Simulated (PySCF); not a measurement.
Species: (E)-acetaldoxime, C2H5NO.
SMILES with atom numbers: `[CH3:1]/[CH:2]=[N:3]/[OH:4]` (hydrogens: H5, H6, H7 on C1; H8 on C2; H9 on O4)

A GFN2-xTB structure was refined with PBE0-D3(BJ)/def2-TZVP geometry optimisation, gas phase (PySCF). Its GFN2-xTB values:

```tsv
coordinate	GFN2-xTB
C1–C2	1.460 Å
C1–H5	1.081 Å
C2=N3	1.246 Å
C2–H8	1.091 Å
N3–O4	1.439 Å
O4–H9	0.960 Å
C1–C2–N3	119.5°
C1–C2–H8	119.2°
C2–C1–H5	111.6°
C2–C1–H6	111.5°
C2–N3–O4	116.8°
N3–C2–H8	121.4°
H5–C1–H6	110.8°
H5–C1–H7	106.8°
C1–C2–N3–O4	179°
```

Task: How do these coordinates change at the PBE0-D3(BJ)/def2-TZVP level?

Result: 
```csv
coordinate,PBE0-D3(BJ)/def2-TZVP (Å or °),change
N3–O4,1.386,-0.053
C1–C2,1.484,+0.024
C2=N3,1.265,+0.019
C1–H5,1.094,+0.013
C2–H8,1.092,+0.001
O4–H9,0.961,+0.001
C2–N3–O4,111.7,-5.1
H5–C1–H6,109.1,-1.7
N3–C2–H8,120.1,-1.3
C2–C1–H6,110.4,-1.1
C2–C1–H5,110.6,-1.0
C1–C2–N3,120.1,+0.6
C1–C2–H8,119.8,+0.6
H5–C1–H7,107.0,+0.2
C1–C2–N3–O4,180,+1
```

The energy falls by 3.0 kcal/mol over 7 energy and gradient evaluations, the largest force component goes from 0.0471 to 3.1e-04 Eh/bohr, and the atoms move by 0.047 Å rms after alignment. The bond that changes most is N3–O4 (oxime nitrogen to hydroxyl oxygen), which shortens by 0.053 Å. Bonds longer at the end by more than 0.005 Å: 3 of 8; shorter: 3. Rotational constants go from 48284, 4188, 3948 to 46893, 4293, 4031 MHz.

The run used 154 basis functions and 54 SCF cycles in all. Time: 53 s; peak memory 0.67 GiB. Hardware: Intel Xeon Platinum 8259CL at 2.50 GHz, one thread, no GPU, shared host with 96 logical CPUs at a one-minute load of 9.2.

No PBE0-D3(BJ)/def2-TZVP frequencies stand behind this structure, so it isn't proved a minimum. One conformer, not necessarily the lowest.

The values belong to the conformer `[CH3:1]/[CH:2]=[N:3]/[OH:4]`: H–O4–N3–C2 180°.
